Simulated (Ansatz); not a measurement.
Predict the output of the script below (Ansatz 0.2.0, Python API).

`run_disp.py`
```python
import ansatz

BASIS = 'def2-SVP'

GEOMETRY = '''
C    -1.01230    0.91160   -0.63730
Si   -0.32310   -0.64650   -0.08950
C     1.29390   -0.39240    0.70520
H    -1.95880    0.80470   -1.12800
H    -0.41170    1.45120   -1.39260
H    -1.21080    1.65430    0.19210
H    -0.13620   -1.54670   -1.25120
H    -1.20350   -1.28790    0.86180
H     2.04180    0.08870    0.07200
H     1.75520   -1.34620    1.06870
H     1.23080    0.25220    1.61940
'''


def main() -> None:
    geometry = ansatz.Crystal.molecule()
    for line in GEOMETRY.strip().splitlines():
        symbol, *xyz = line.split()
        geometry = geometry.atom(symbol, [float(v) for v in xyz])

    calc = geometry.calculation().basis(gaussian=BASIS)
    for name in ['pbe0', 'b3lyp']:
        for correction in ('d3bj', 'd4'):
            report = calc.functional(name, dispersion=correction).run().report
            print(f'{name:8s} {correction:5s} total {report["free_energy_ev"]:.5f} eV, of which dispersion {1000 * report["dispersion"]["energy"]["ev"]:.2f} meV')


if __name__ == '__main__':
    main()
```

```console
$ python run_disp.py
pbe0     d3bj  total -10072.34114 eV, of which dispersion -165.47 meV
pbe0     d4    total -10072.32293 eV, of which dispersion -147.25 meV
b3lyp    d3bj  total -10079.35456 eV, of which dispersion -335.21 meV
b3lyp    d4    total -10079.30199 eV, of which dispersion -282.64 meV
```

Caveats:
- Total energies depend on the basis set; only differences at equal settings carry meaning.
- The geometry is a force-field or estimated start, not a minimum of this method, and the basis set is short of its limit. D4 holds the three-body term, and d3bj doesn't.
- b3lyp holds the VWN-RPA fit, as in Gaussian; the form of ORCA and Turbomole is b3lyp5.
- Finished in 7.4 s on 1 thread of Arm Neoverse V2, on a shared host, peak memory 0.21 GiB.
